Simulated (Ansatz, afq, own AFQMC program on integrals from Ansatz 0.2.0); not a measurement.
## GeNH2, quartet in cc-pVDZ, levels against CCSDT(Q)

```yaml
atoms:
  - { symbol: Ge, position_ang: [0.0102, 0.0663, 0.5141] }
  - { symbol: N, position_ang: [-0.1119, -0.2778, -2.5381] }
  - { symbol: H, position_ang: [0.2921, -1.2964, 1.2142] }
  - { symbol: H, position_ang: [0.5291, 0.3809, -2.9965] }
```

Connectivity, by distances: GeH ··· NH.

Basis cc-pVDZ. Only valence electrons are correlated. AFQMC by an in-house program on the Cholesky factors that Ansatz 0.2.0 writes for its CCSD(T) run. The CISD trial takes its coefficients from CCSD amplitudes. Released means that phaseless walkers are propagated on without the constraint, phases kept. Uncertainties: one standard error, sampling alone. No spin–orbit coupling.

Determinant: ROHF, the one that the program's search chose, which needn't be the lowest solution. The geometry is a point of a scan.

No full CI on the walks' own integrals is used here; CCSDT(Q) serves as the reference and is uncertain by about the last step of the cluster series.

Cautions: no relativity below Rb; no spin-orbit coupling; inner d shell frozen; lower spins were not checked.

The T1 diagnostic is 0.0217 and the weight of the determinant in the CISD state is 0.888. The size of the correlated space is 11 electrons in 36 orbitals.

```
  level  correlation energy (eV)
    MP2                  -4.8175
   CCSD                  -5.9154
CCSD(T)                  -6.0084
```

(1) Estimate where phaseless AFQMC with the Hartree–Fock trial lies against CCSD(T) on the same integrals.

(1) 2.3 ± 4.4 kJ/mol above CCSD(T). The gap is under twice the noise, so this walk alone can't tell the two apart.

Reference: CCSDT(Q), correlation energy -6.036 eV. The released energy is read at 2.40 1/Eh (meV from the phaseless value at times in 1/Eh: -9 ± 12 at 0.24, -26 ± 11 at 0.51, -3 ± 8 at 0.99, -18 ± 9 at 1.62, -23 ± 13 at 2.40).

```tsv
level	E − E(reference) (kJ/mol)	share of correlation (%)
CCSD(T)	2.7	99.54
CCSDT	0.5	99.92
ph-AFQMC/HF	5.0 ± 4.4	99.14
ph-AFQMC/CISD	1.7 ± 0.8	99.71
released AFQMC	-0.6 ± 1.2	100.10
```

Released energies are given only where the last usable release times agree within the noise; a slower fall can still hide under it.
